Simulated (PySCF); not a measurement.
## Worked example: correlation energy of CH4, singlet

Geometry: MP2(full)/6-31G*, from the G2/97 set.

```xyz
5

C     0.0000    0.0000    0.0000
H     0.6291    0.6291    0.6291
H    -0.6291   -0.6291    0.6291
H     0.6291   -0.6291   -0.6291
H    -0.6291    0.6291   -0.6291
```

Basis STO-3G; PySCF 2.14.0. Only valence electrons are correlated (noble-gas cores frozen), which leaves 8 electrons in 8 orbitals. Prefix R: restricted or restricted open-shell reference.

Full CI is exact within this basis and frozen core; it isn't the basis-set limit.

| level | total energy (hartree) |
| --- | --- |
| RHF | -39.726715 |
| RMP2 | -39.782783 |
| RCCSD | -39.805353 |
| RCCSD(T) | -39.805487 |
| RCCSDT | -39.805538 |
| RCCSDT(Q) | -39.805576 |
| full CI | -39.805581 |

What is the correlation energy at full CI, and what share of it do RMP2 and RCCSD recover?

E(corr) = -39.805581 − (-39.726715) = -0.078866 hartree = -2.146 eV. RMP2: -0.056068 / -0.078866 = 71.09 %. RCCSD: -0.078638 / -0.078866 = 99.71 %.

By how many kcal/mol does RCCSD(T) miss full CI (1 hartree = 627.509 kcal/mol), and which steps make up the rest?

-39.805487 − (-39.805581) = 0.000094 hartree = 0.06 kcal/mol. Steps: RCCSDT − RCCSD(T) = -0.03, RCCSDT(Q) − RCCSDT = -0.02, full CI − RCCSDT(Q) = 0.00 kcal/mol. That is within 1 kcal/mol of the reference in this basis, which itself misses far more of the correlation at the basis-set limit.
